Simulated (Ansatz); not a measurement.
Structure relaxation of NaPt2

Level of theory: DFT r2SCAN, scalar-relativistic, plane waves, PAW in Ansatz.

The start is a database structure of NaPt2, space group Fd-3m (No. 227).

Input of the last, converged step (default PAW datasets):

```yaml
crystal:
  lattice:
    - [0.0, 3.741, 3.741]
    - [3.741, 0.0, 3.741]
    - [3.741, 3.741, 0.0]
  atoms:
    - { symbol: Na, position: [0.75, 0.75, 0.75] }
    - { symbol: Na, position: [0.5, 0.5, 0.5] }
    - { symbol: Pt, position: [0.125, 0.125, 0.125] }
    - { symbol: Pt, position: [0.625, 0.125, 0.125] }
    - { symbol: Pt, position: [0.125, 0.125, 0.625] }
    - { symbol: Pt, position: [0.125, 0.625, 0.125] }
basis:
  ecutwfc: 500
kpoints:
  mp_grid: { grid: [10, 10, 10] }
hamiltonian:
  xc: r2scan
scf:
  occupations: { method: gaussian, width: 0.1 }
output:
  forces: true
  stress: true
  eigenvalues: true
relax:
  adjacent_minimum: "off"
  f_tol: 0.01
  max_steps: 80
  cell: { stress_tol: 0.05 }
```

Launched as:

```bash
ansatz run input.yaml --threads 1 --pin off --max-ram 2560MiB --backend cpu --events-out ev --progress --plain --runs-dir out
```

The run took 51 s on 1 thread of Intel(R) Xeon(R) 6975P-C (Granite Rapids) (shared host), peak memory 0.82 GiB.

The program printed at the end:

```
SCF converged after 6 iterations
Free energy (F): -53126.998158 eV
Harris-Foulkes:  -53126.998158 eV  (|F-HF|=2.91e-11)
Internal energy: -53126.983544 eV  (E = F + TS)
E sigma→0 (E₀):  -53126.990851 eV
Entropy (-TS):   -0.014614 eV (-2.436 meV/atom)
Fermi energy:    14.002137 eV
--- Per-component energies (eV) ---
  E_band       = -1462.881969
  E_kinetic    = 2799.012608
  E_local      = -10672.139435  (includes V_loc(G=0)·N_el)
  E_nonlocal   = 1039.374368
  E_hartree    = 4019.848318
  E_xc         = -1076.380860
  E_vxc        = -1465.700790  (∫ρ·V_xc dr)
  E_paw        = -38456.351751  (= ΣΔE_a)
  E_vpaw       = -1300.756032  (= ΣTr[D̂ρ^β])
  E_aug_tail   = 0.000530  (compensation charges beyond the density's cutoff)
  E_vtau       = 97.629895  (kinetic-family band-sum trace: ∫τ·v_τ [+ j·A + Jᵃ·Aᵃ] dr)
  E_ewald      = -10779.368810
  E_core_change = -0.978512  (= ΣΔE_core)
  E_smearing   = -0.014614  (= −TS)
  E_closure    = 0.000000  (closes the sum)
  Σ components = -53126.998158   (vs F -53126.998158, Δ=0.00e0)
--- Forces (eV/Å), atoms counted from 1 ---
  atom   1  Na     0.00000000     0.00000000     0.00000000
  atom   2  Na     0.00000000     0.00000000     0.00000000
  atom   3  Pt     0.00000000     0.00000000     0.00000000
  atom   4  Pt     0.00000000     0.00000000     0.00000000
  atom   5  Pt     0.00000000     0.00000000     0.00000000
  atom   6  Pt     0.00000000     0.00000000     0.00000000
  max |Σ_I F_I| component: 1.16e-18 eV/Å
--- Stress (GPa, compression-positive) ---
       -0.024293       0.000000       0.000000
        0.000000      -0.024293       0.000000
        0.000000       0.000000      -0.024293
  P = ⅓ Tr σ = -0.0243 GPa (-0.243 kbar)
--- Relaxed structure (3 steps of the walk, 3 accepted, 1 SCFs on fresh bases) ---
  F+E_penalty+E_count = -53126.99815754 eV   max|allowed force component| = 1.118e-17 eV/Å   (the final SCF, on the basis selected at the relaxed cell)
  cell:  # Å, volume = 105.8101 Å³
    - [0.000000, 3.754041, 3.754041]
    - [3.754041, 0.000000, 3.754041]
    - [3.754041, 3.754041, 0.000000]
  atoms:
    - { symbol: Na, position: [0.750000, 0.750000, 0.750000] }
    - { symbol: Na, position: [0.5, 0.5, 0.5] }
    - { symbol: Pt, position: [0.125, 0.125, 0.125] }
    - { symbol: Pt, position: [0.625000, 0.125, 0.125] }
    - { symbol: Pt, position: [0.125, 0.125, 0.625000] }
    - { symbol: Pt, position: [0.125, 0.625000, 0.125] }
```

Absolute energies hang on the potentials; compare differences alone.

The result has space group Fd-3m (No. 227). Na has 12 Pt at 3.11 Å and 4 Na at 3.25 Å; around Pt lie 6 Pt at 2.65 Å and 6 Na at 3.11 Å.

Against the elements it lies at -0.43 eV/atom. Energies over the elements count from the elements' standard structures at the same level, with no empirical corrections.

The k mesh leaves about 4 meV/atom of noise in metals. Spin–orbit coupling is left out.

A structure relaxed within its symmetry needn't be a true minimum.